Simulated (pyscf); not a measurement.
Optimised with ωB97X-D3(BJ)/def2-SVP in PySCF. MP2 and CC: frozen core, UHF for open shells. ΔMP2 is the change of the MP2 total energy from the triple- to the quadruple-zeta basis.

Question: How much does it cost (ΔH, 298 K, CCSD(T)/def2-TZVPP + ΔMP2(QZVPP)) to split H₃C–SnH₂–SH (SMILES [CH3][SnH2][SH]) at its S–Sn bond into H₃C–SnH₂• + SH•?

Answer: S–Sn to H₃C–SnH₂• + SH•: 3.28 eV. Other isomers of H₃C–SnH₂• were not searched in full and may lie lower. The CCSD(T) − MP2 part came from Ansatz, without density fitting, on the same reference. The frozen core leaves the outer d or s,p core shells of the metals and heavy elements correlated in the MP2 and CC values, and def2-TZVPP describes them poorly, which can shift differences by a few kcal/mol. Left out: the spin-orbit lowering of SH. Elements past Kr carry the def2 core potentials, without spin-orbit coupling.
